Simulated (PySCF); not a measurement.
An unknown shows these calculated signals:

¹H NMR (400 MHz, computed): δ 6.52 (m, 2H), 4.84 (m, 2H), 4.39 (m, 2H).

¹³C{¹H} NMR (computed): δ 157.8 (CH), 96.4 (CH2).

[PySCF 2.14.0 with density-fitted response routines: GIAO PBE0/pcSseg-1 shieldings; coordinates at the GFN2-xTB level; in vacuum; non-relativistic Hamiltonian; a single conformation; fast rotation and ring inversion assumed for equivalent nuclei]

Referencing at the same level of theory: ¹H and ¹³C vs TMS.

Which of these does the molecule contain: a tert-butyl group, a vinyl group CH=CH2, a C≡C triple bond, a non-aromatic C=C double bond, a (CH3)2CH unit?

## Answers


- A tert-butyl group: no.
- A vinyl group CH=CH2: yes (δC 96.4, 157.8; δH 4.39 (m), 4.84 (m), 6.52 (m)).
- A C≡C triple bond: no.
- A non-aromatic C=C double bond: yes.
- A (CH3)2CH unit: no.

The data belong to SMILES C=COC=C, C$_{4}$H$_{6}$O; they needn't prove each group on their own.

Carbon signals by region: 1 in the sp2 and nitrile region (100–160 ppm), 1 at 50–100 ppm.

Shifts are as computed. Against solution values, carbons near 30 ppm lie about +3 ppm off and those near 130 ppm about +5 ppm. Of 246 compounds with measured shifts, 49 miss one by over three times the rms of a fit or turn the order of signals round; such compounds aren't used in these exercises. Multiplicities follow the n + 1 count of equivalent neighbours, as no J values were calculated; m marks all less simple cases, F and P coupling included.
